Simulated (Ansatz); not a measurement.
# CH5BS: the cost of one run

All numbers are computed with the Python package of Ansatz 0.2.0. Level of theory: CAM-B3LYP/cc-pVTZ.

## (1) The system

Bond lengths: B1–C2 1.533 Å, C2–S3 1.810 Å, B1–H4 1.135 Å, B1–H5 1.233 Å, C2–H6 1.116 Å, C2–H7 1.135 Å, S3–H8 1.351 Å. Angles: B1–C2–S3 108.5°, B1–C2–H6 110.6°, B1–C2–H7 109.7°, S3–C2–H6 110.7°, S3–C2–H7 109.5°, H6–C2–H7 107.9°, C2–B1–H4 123.7°, C2–B1–H5 120.5°, H4–B1–H5 115.7°, C2–S3–H8 93.6°.

No structure file is read: the coordinates are typed or built in the script.

## (2) The code

The input, ch5bs_tae.py:

```python
'''Atomisation energy of CH5BS at the given geometry.'''

from collections import Counter
import logging
import sys

import ansatz as az

logging.basicConfig(stream=sys.stdout, format='%(levelname)s %(message)s')
log = logging.getLogger('calc')
log.setLevel(logging.INFO)


def energy_of(molecule, charge=0, unpaired=0):
    calc = molecule.calculation().basis(gaussian='cc-pVTZ').functional('cam_b3lyp')
    if charge:
        calc = calc.charge(charge)
    if unpaired:
        calc = calc.spin('collinear', total=unpaired)
    return calc.run(threads=1, pin='off').report['free_energy_ev']

GEOMETRY = '''
B    -0.58330    0.50560   -0.70600
C     0.57070    0.17300    0.24630
S     0.69440   -1.62720    0.39230
H    -1.22020   -0.27970   -1.22260
H    -0.87120    1.67830   -0.95630
H     0.40090    0.63930    1.24640
H     1.54250    0.58630   -0.17100
H    -0.44160   -1.73270    1.11520
'''


def main() -> None:
    molecule = az.Crystal.molecule()
    for line in GEOMETRY.strip().splitlines():
        symbol, *xyz = line.split()
        molecule = molecule.atom(symbol, [float(v) for v in xyz])

    # Hund ground states
    unpaired = {'B': 1, 'C': 2, 'S': 2, 'H': 1}
    counts = Counter(site.symbol for site in molecule.cartesian_sites)
    atom_energy = {s: energy_of(az.Crystal.molecule().atom(s, (0, 0, 0)), 0, unpaired[s]) for s in counts}
    whole = energy_of(molecule, 0, 0)
    for s, e in atom_energy.items():
        log.info(f'{s:2s} x{counts[s]}  {e:14.5f} eV')
    log.info(f'CH5BS: {whole:.5f} eV')
    split = sum(counts[s] * e for s, e in atom_energy.items()) - whole
    log.info(f'atomisation energy (no zero-point term): {96.485332 * split:.1f} kJ/mol, {split / sum(counts.values()):.3f} eV an atom')


if __name__ == '__main__':
    main()
```

## (3) The input behind the calls

The engine receives this input (first run):

```yaml
crystal:
  periodic: [false, false, false]
  atoms:
    - { symbol: B, position_ang: [0.0, 0.0, 0.0] }
basis:
  gaussian:
    orbitals: cc-pVTZ
hamiltonian:
  xc: cam_b3lyp
magnetization:
  spin_polarized: true
  initial_magnetization: 1.0
```

## (4) The run

Launch:

```sh
$ python ch5bs_tae.py
```

What time and memory should one allow on 1 thread of Arm Neoverse V2, shared host?

About 5.4 s, with a peak of 0.38 GiB.
